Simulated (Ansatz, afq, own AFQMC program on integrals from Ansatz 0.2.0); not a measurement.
Two steps: Ansatz 0.2.0 writes the Fock matrix and Cholesky factors of the valence space, and afq projects on them the lowest state that overlaps trial and start.

```yaml
crystal:
  periodic: [false, false, false]
  atoms:
    - {symbol: Si, position_ang: [-1.128518, 0.330749, -0.708080]}
    - {symbol: Ge, position_ang: [1.213860, 0.599924, -0.337109]}
    - {symbol: Ge, position_ang: [-0.096726, -0.927257, 1.038229]}
    - {symbol: H, position_ang: [-1.573470, -0.391035, -1.935287]}
    - {symbol: H, position_ang: [-2.041497, 1.449611, -0.334475]}
    - {symbol: H, position_ang: [1.715187, 1.904369, 0.295556]}
    - {symbol: H, position_ang: [2.194320, 0.006789, -1.357058]}
    - {symbol: H, position_ang: [0.097665, -2.436472, 0.843945]}
    - {symbol: H, position_ang: [-0.380821, -0.536679, 2.494289]}
basis:
  gaussian: {orbitals: def2-TZVP}
magnetization: {spin_polarized: false}
correlation: {method: ccsd_t, electrons: outside_noble_gas, hamiltonian_folder: ham}
```

```sh
$ ansatz run in.yaml --threads 1 --pin off --events-out ev --progress --plain --max-ram 15360MiB --backend cuda --devices 0, --max-vram 18GiB
```

afq runs on the folder ham with

```
--method phaseless --trial hf --walkers 1400 --populations 20 --least-time 40 --time-step 0.005 --steps-per-block 20 --equilibration-blocks 112 --max-blocks 4000 --target-error 0.0013 --factor-cut 1e-05 --seed 2107 --taylor-order 6
```

Times are imaginary, in 1/Eh. The walk had a cap of 148 s. With eight or more populations the least sampling time is a fifth of least-time, and the error comes from their spread. Filled inner d shells are frozen with the cores.

afq prints:

```
orbitals 136  electrons 9 9  factors 1062 of 1166
reference energy -4443.12945868 Eh
CCSD correlation -0.39901374 Eh in 10 cycles, weight of the determinant in the CISD state 0.7998
energy of the start -4443.129459 Eh
 block  time / (1/Eh)  mean weight  energy / Eh
     1     0.100  1.0015  -4443.205089
     2     0.200  1.0016  -4443.264411
     3     0.300  1.0027  -4443.308363
     4     0.400  1.0020  -4443.344763
     5     0.500  1.0022  -4443.375245
     9     0.900  1.0004  -4443.454430
    29     2.900  1.0002  -4443.540349
    57     5.700  1.0003  -4443.544129
    85     8.500  1.0004  -4443.547526
   113    11.300  1.0004  -4443.545177
   141    14.100  0.9993  -4443.547995
   169    16.900  1.0005  -4443.550099
   197    19.700  1.0001  -4443.549301
   225    22.500  0.9998  -4443.563513
   253    25.300  0.9999  -4443.553012
   281    28.100  1.0003  -4443.544119
error from the spread of 20 populations
energy -4443.550808 +/- 0.001275 Eh
(rows thinned)
```

The run passed its tests (sampling time, drift between the halves within three errors, error under three times the target), which doesn't prove that it has relaxed.

Against this walk (error 34.7 meV) on the same determinant: CCSD(T) 167.3 meV higher, a separate phaseless walk with a CISD trial and standard settings 104.4 ± 35.4 meV higher. The error is statistical and leaves out the bias of the constraint. None of these is a sure reference here.

Cautions: constraint bias not in the error; no relativity below Rb; no spin-orbit coupling; inner d shell frozen.

The walk took 29 s on 1 × NVIDIA H100 80GB HBM3 with 2 threads of AMD EPYC 7R13 Processor (Zen 3), on a shared host (the card was shared). The log's last line is the phaseless energy.
